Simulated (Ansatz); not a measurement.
**CCSDT/STO-3G run of AlH3Cl− (SMILES [AlH3-][Cl])**

What is the vertical singlet–triplet gap of AlH3Cl− at CCSDT/STO-3G? 

The results are computed with Ansatz 0.2.0.

## 1. The structure to begin with

AlH3Cl−: 5 atoms, total charge -1, spin state singlet. SMILES: `[AlH3-][Cl]`. The shape comes from GFN2-xTB, which is rough for such elements, and wasn't checked as a minimum.

Bond lengths: Al1–Cl2 2.098 Å, Al1–H3 1.609 Å, Al1–H4 1.608 Å, Al1–H5 1.608 Å. Angles: Cl2–Al1–H3 107.0°, Cl2–Al1–H4 107.0°, Cl2–Al1–H5 107.1°, H3–Al1–H4 111.8°, H3–Al1–H5 111.7°, H4–Al1–H5 111.8°.

## 2. The energy at CCSDT/STO-3G

molecule.yaml

```yaml
crystal:
  periodic: [false, false, false]
  atoms:
    - {symbol: Al, position_ang: [0.109160, -0.000440, -0.082500]}
    - {symbol: Cl, position_ang: [-1.562720, -0.002110, 1.184250]}
    - {symbol: H, position_ang: [0.226090, 1.478490, -0.704190]}
    - {symbol: H, position_ang: [-0.160190, -1.106410, -1.218300]}
    - {symbol: H, position_ang: [1.387660, -0.369540, 0.820730]}
basis:
  gaussian: {orbitals: STO-3G}
total_charge: -1
correlation: {method: ccsdt, frozen_orbitals: {Al: 5, Cl: 5, H: 0}}
accuracy: high
scf: {omitted_lower_state_checks: [cluster_reference, increment]}
```

On the command line:

```
ansatz run molecule.yaml --threads 1 --pin off --max-ram 2610MiB --events-out events.jsonl --progress --plain --runs-dir runs
```

What it wrote (excerpt; [...] marks lines left out):

```text
Warning: RAYON_NUM_THREADS=1 ignored (pool sized by the plan → 1); use --threads N
Functional definition: HF
  name "HF"
[...]
362 factors; integrals over basis functions are off by at most 7.1e-9 eV
[...]
mean field -18920.34048435 eV, -695.3096881324 hartree, gradient 8.0e-8 eV, S^2 0.000000; 0 other end points of the search recorded, 0 dependent functions left out
10 core orbitals not correlated: weight in the atoms' cores, before any rotation towards them, 0.999 or more for the frozen orbitals, at most 0.000 for the correlated occupied ones
reference -18920.34048435 eV, -695.3096881324 hartree; 7, 7 occupied and 4, 4 virtual orbitals, 362 factors
second order -0.98827341 eV of doubles, -0.00000000 eV of singles
cycle   1  -1.26666536 eV  change   -2.8e-1 eV  update   4.6e-2
[...]
cycle  17  -1.43016046 eV  change   -1.3e-9 eV  update   1.4e-9
Total energy: -18921.77064481 eV, -695.3622455601 hartree
Checks for a lower state left out: cluster_reference, increment
```

It took 0.42 s on 1 thread of Intel Xeon Platinum 8259CL at 2.50GHz (Skylake/Cascade Lake), shared host.

## 3. The triplet, same level

job.yaml

```yaml
crystal:
  periodic: [false, false, false]
  atoms:
    - {symbol: Al, position_ang: [0.109160, -0.000440, -0.082500]}
    - {symbol: Cl, position_ang: [-1.562720, -0.002110, 1.184250]}
    - {symbol: H, position_ang: [0.226090, 1.478490, -0.704190]}
    - {symbol: H, position_ang: [-0.160190, -1.106410, -1.218300]}
    - {symbol: H, position_ang: [1.387660, -0.369540, 0.820730]}
basis:
  gaussian: {orbitals: STO-3G}
accuracy: high
magnetization: {spin_polarized: true, initial_magnetization: 2}
correlation: {method: ccsdt, frozen_orbitals: {Al: 5, Cl: 5, H: 0}}
total_charge: -1
scf: {omitted_lower_state_checks: [cluster_reference, increment]}
```

On the command line:

```
ansatz run job.yaml --threads 1 --pin off --max-ram 2610MiB --events-out events.jsonl --progress --plain --runs-dir runs
```

What it wrote (excerpt; [...] marks lines left out):

```text
Warning: RAYON_NUM_THREADS=1 ignored (pool sized by the plan → 1); use --threads N
[... 2 set-up lines as earlier in the session ...]
[...]
362 factors; integrals over basis functions are off by at most 7.1e-9 eV
[...]
mean field -18908.70345176 eV, -694.8820350725 hartree, gradient 1.5e-8 eV, S^2 2.003030; 1 other end points of the search recorded, 0 dependent functions left out
10 core orbitals not correlated: weight in the atoms' cores, before any rotation towards them, 0.999 or more for the frozen orbitals, at most 0.000 for the correlated occupied ones
reference -18908.70345176 eV, -694.8820350725 hartree; 8, 6 occupied and 3, 5 virtual orbitals, 362 factors
second order -0.71126507 eV of doubles, -0.00000000 eV of singles
cycle   1  -0.92543723 eV  change   -2.1e-1 eV  update   5.0e-2
[...]
cycle  73  -1.31910123 eV  change  -8.1e-10 eV  update   1.3e-9
Total energy: -18910.02255299 eV, -694.9305111486 hartree
Checks for a lower state left out: cluster_reference, increment
```

Run time: 2.1 s. Hardware: 1 thread of Intel Xeon Platinum 8259CL at 2.50GHz (Skylake/Cascade Lake), shared host; peak memory 0.093 GiB.

## 4. Results

Level: CCSDT/STO-3G, 10 core orbitals frozen.

```
                                             quantity          value
                                singlet: total energy  -695.36225 Eh
singlet: correlation energy (10 core orbitals frozen)      -52.6 mEh
                               singlet: T1 diagnostic          0.005
                                triplet: total energy  -694.93051 Eh
triplet: correlation energy (10 core orbitals frozen)      -48.5 mEh
           triplet: ⟨S²⟩ of the reference determinant          2.003
                               triplet: T1 diagnostic          0.056
     vertical energy of the triplet above the singlet      11.748 eV
```

What this shows: At this shape the triplet lies 11.75 eV (1134 kJ/mol) above the singlet. For an anion a state so high probably lies above electron detachment. In a minimal basis such a difference can be off by several eV, whatever the method. The T1 diagnostic (triplet) of 0.056 is above the customary mark for such species, so a single reference may not serve.
